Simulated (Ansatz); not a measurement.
# AlFH₄Si (SMILES F[SiH2][AlH2]): one structure at several levels

An exercise on one series of results from a longer session: the logs are not shown, and one member is left open.

Method: single points in def2-TZVPP; program: Ansatz 0.2.0, Gaussian basis.

Cores are frozen in the correlated methods.

## Where the work starts

SMILES `F[SiH2][AlH2]`, 7 atoms, charge 0, spin multiplicity 1.

Atoms are counted from 1 here; the program's logs count them from 0.

Bond lengths: F1–Si2 1.706 Å, Si2–Al3 2.507 Å, Si2–H4 1.469 Å, Si2–H5 1.664 Å, Al3–H6 1.605 Å, Al3–H7 1.651 Å. Angles: F1–Si2–Al3 111.6°, F1–Si2–H4 100.5°, F1–Si2–H5 90.3°, Al3–Si2–H4 120.2°, Al3–Si2–H5 123.4°, H4–Si2–H5 104.7°, Si2–Al3–H6 127.1°, Si2–Al3–H7 118.2°, H6–Al3–H7 114.7°.

Geometry (Å):

```xyz
7
charge 0, multiplicity 1
F    -2.2171   -0.0976    0.0868
Si   -0.6991   -0.2418   -0.6791
Al    1.1772    0.3440    0.8774
H    -0.8061   -1.5996   -1.2300
H    -1.2161    0.7540   -1.9078
H     1.1268    1.3681    2.1126
H     2.6386   -0.3897    0.6494
```

Set-up of the first run:

The input, run/in.yaml:

```yaml
crystal:
  periodic: [false, false, false]
  atoms:
    - {symbol: F, position_ang: [-2.217100, -0.097600, 0.086800]}
    - {symbol: Si, position_ang: [-0.699100, -0.241800, -0.679100]}
    - {symbol: Al, position_ang: [1.177200, 0.344000, 0.877400]}
    - {symbol: H, position_ang: [-0.806100, -1.599600, -1.230000]}
    - {symbol: H, position_ang: [-1.216100, 0.754000, -1.907800]}
    - {symbol: H, position_ang: [1.126800, 1.368100, 2.112600]}
    - {symbol: H, position_ang: [2.638600, -0.389700, 0.649400]}
basis:
  gaussian: {orbitals: def2-TZVPP}
correlation: {method: ccsd_t}
output: {forces: true}
```

The command line of these runs was not kept.

Among the steps run: CCSD(T)/def2-TZVPP; PBE0-D4/def2-TZVPP; wB97M-V/def2-TZVPP; r2SCAN-D4/def2-TZVPP; PBE-D4/def2-TZVPP; B97M-V/def2-TZVPP; LC-wPBE/def2-TZVPP.

One of the session's tables, all rows but one given; the rest of the session is left out.

```
   method  RMS force component (eV/Å)  angle to CCSD(T) forces (°)  dipole (D)
  CCSD(T)                       1.159                    reference        2.31
  PBE0-D4                           ?                            ?           ?
  wB97M-V                       1.126                          3.0        2.36
r2SCAN-D4                       1.111                          2.0        2.18
   PBE-D4                       0.970                          7.5        2.11
   B97M-V                       1.140                          5.1        2.04
  LC-wPBE                       1.159                          2.5        2.33
```

**Question.** Estimate the row for PBE0-D4.

The run gave: RMS force component (eV/Å): 1.123; angle to CCSD(T) forces (°): 2.2; dipole (D): 2.27. In the column «RMS force component (eV/Å)» it lies between r2SCAN-D4 (1.111) and wB97M-V (1.126).
